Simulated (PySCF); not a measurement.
SMILES C=C=C (C3H4), singlet (CAM-B3LYP/def2-SVP optimised geometry):

```
7

C      1.306     0.001     0.000
C      0.000     0.001     0.000
C     -1.305     0.000     0.000
H      1.872    -0.189    -0.917
H      1.872     0.191     0.917
H     -1.871    -0.917     0.190
H     -1.872     0.917    -0.190
```

Method: CAM-B3LYP/def2-TZVP (PySCF 2.14.0).

**Question.** What are the frontier orbital energies and the dipole moment?

**Answer.** HOMO-2 -14.00 eV, HOMO-1 -9.07 eV, HOMO -9.07 eV, LUMO 1.41 eV, LUMO+1 1.41 eV; dipole moment 0.00 D.

On the same geometry PBE/def2-TZVP (PySCF 2.14.0) gives HOMO-2 -10.84 eV, HOMO-1 -6.54 eV, HOMO -6.54 eV, LUMO -0.75 eV, LUMO+1 -0.75 eV; dipole moment 0.00 D.

Meta-Löwdin charges at CAM-B3LYP/def2-TZVP: C1 -0.31, C2 0.05, C3 -0.31, H4 0.14, H5 0.14, H6 0.14, H7 0.14.
